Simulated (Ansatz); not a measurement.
**CCSD(T)/STO-3G run of H3NO (hydroxylamine)**

Aim: the vertical ionisation energy of H3NO (hydroxylamine) at CCSD(T)/STO-3G, from 2 runs. 

The calculation is run with Ansatz 0.2.0.

**1. Starting point**

H3NO: 5 atoms, total charge 0, spin state singlet. SMILES: `NO`. The coordinates come from a PBE0-D4/def2-TZVP relaxation. This is one conformer, not always the lowest.

Bond lengths: N1–O2 1.422 Å, N1–H3 1.016 Å, N1–H4 1.016 Å, O2–H5 0.960 Å. Angles: N1–O2–H5 102.8°, O2–N1–H3 104.5°, O2–N1–H4 104.5°, H3–N1–H4 106.0°.

**2. The energy at CCSD(T)/STO-3G**

job.yaml reads:

```yaml
crystal:
  periodic: [false, false, false]
  atoms:
    - {symbol: N, position_ang: [-0.165120, -0.361290, -0.321170]}
    - {symbol: O, position_ang: [0.364460, 0.666040, 0.508060]}
    - {symbol: H, position_ang: [-0.162690, -1.190020, 0.266770]}
    - {symbol: H, position_ang: [-1.141650, -0.109840, -0.446210]}
    - {symbol: H, position_ang: [1.105010, 0.995100, -0.007440]}
basis:
  gaussian:
    orbitals: STO-3G
correlation:
  method: ccsd_t
  frozen_orbitals: {H: 0, "N": 1, O: 1}
accuracy: high
scf:
  omitted_lower_state_checks: [cluster_reference, increment]
```

The run is started by

```sh
$ ansatz run job.yaml --threads 1 --pin off --max-ram 3480MiB --events-out events.jsonl --progress --plain --runs-dir runs
```

Standard output, cut to the lines that bear on the results:

```text
Warning: RAYON_NUM_THREADS=1 ignored (pool sized by the plan → 1); use --threads N
Functional definition: HF
  name "HF"
[...]
209 factors; integrals over basis functions are off by at most 2.3e-8 eV
[...]
mean field -3517.34183443 eV, -129.2599282754 hartree, gradient 2.0e-8 eV, S^2 0.000000; 0 other end points of the search recorded, 0 dependent functions left out
2 core orbitals not correlated: weight in the atoms' cores, before any rotation towards them, 1.000 or more for the frozen orbitals, at most 0.000 for the correlated occupied ones
reference -3517.34183443 eV, -129.2599282754 hartree; 7, 7 occupied and 4, 4 virtual orbitals, 209 factors
second order -2.21078982 eV of doubles, -0.00000000 eV of singles
cycle   1  -2.73633068 eV  change   -5.3e-1 eV  update   5.1e-2
[...]
cycle  18  -2.99883755 eV  change   1.9e-10 eV  update   1.6e-9
perturbative correction -0.01537745 eV, -0.0005651108 hartree
Total energy: -3520.35604943 eV, -129.3706986336 hartree
Checks for a lower state left out: cluster_reference, increment
```

Run time: 0.1 s. Hardware: 1 thread of Arm Neoverse V1, shared host.

**3. The doublet cation**

molecule.yaml reads:

```yaml
basis:
  gaussian:
    orbitals: STO-3G
crystal:
  periodic: [false, false, false]
  atoms:
    - {symbol: "N", position_ang: [-0.165120, -0.361290, -0.321170]}
    - {symbol: O, position_ang: [0.364460, 0.666040, 0.508060]}
    - {symbol: H, position_ang: [-0.162690, -1.190020, 0.266770]}
    - {symbol: H, position_ang: [-1.141650, -0.109840, -0.446210]}
    - {symbol: H, position_ang: [1.105010, 0.995100, -0.007440]}
total_charge: 1
magnetization:
  spin_polarized: true
  initial_magnetization: 1
correlation:
  method: ccsd_t
  frozen_orbitals: {H: 0, "N": 1, O: 1}
accuracy: high
scf:
  omitted_lower_state_checks: [cluster_reference, increment]
```

The run is started by

```sh
$ ansatz run molecule.yaml --threads 1 --pin off --max-ram 3480MiB --events-out events.jsonl --progress --plain --runs-dir runs
```

Standard output, cut to the lines that bear on the results:

```text
Warning: RAYON_NUM_THREADS=1 ignored (pool sized by the plan → 1); use --threads N
[... 2 set-up lines as earlier in the session ...]
[...]
209 factors; integrals over basis functions are off by at most 2.3e-8 eV
[...]
mean field -3509.80052919 eV, -128.9827904197 hartree, gradient 1.3e-8 eV, S^2 0.760184; 2 other end points of the search recorded, 0 dependent functions left out
2 core orbitals not correlated: weight in the atoms' cores, before any rotation towards them, 1.000 or more for the frozen orbitals, at most 0.000 for the correlated occupied ones
reference -3509.80052919 eV, -128.9827904197 hartree; 7, 6 occupied and 4, 5 virtual orbitals, 209 factors
second order -2.31606922 eV of doubles, -0.00000000 eV of singles
cycle   1  -2.80550837 eV  change   -4.9e-1 eV  update   6.5e-2
[...]
cycle  29  -3.15626450 eV  change   -1.0e-9 eV  update   1.5e-9
perturbative correction -0.03281930 eV, -0.0012060871 hartree
Total energy: -3512.98961300 eV, -129.0999870879 hartree
Checks for a lower state left out: cluster_reference, increment
```

Wall time 0.2 s (1 thread of Arm Neoverse V1, shared host).

**4. Results**

At CCSD(T)/STO-3G, 2 core orbitals frozen:

| quantity | value |
| --- | --- |
| singlet H3NO: total energy | -129.37070 Eh |
| singlet H3NO: correlation energy (2 core orbitals frozen) | -110.8 mEh |
| singlet H3NO: (T) correction | -0.57 mEh |
| singlet H3NO: T1 diagnostic | 0.006 |
| doublet cation: total energy | -129.09999 Eh |
| doublet cation: correlation energy (2 core orbitals frozen) | -117.2 mEh |
| doublet cation: (T) correction | -1.21 mEh |
| doublet cation: ⟨S²⟩ of the reference determinant | 0.760 |
| doublet cation: T1 diagnostic | 0.026 |
| vertical ionisation energy (to the doublet cation) | 7.366 eV |

Removing an electron at fixed nuclei costs 7.37 eV (170 kcal/mol). In a minimal basis such a difference can be off by several eV, whatever the method. The triples (singlet H3NO) make up 0.5 % of the correlation energy. The triples (doublet cation) make up 1.0 % of the correlation energy.
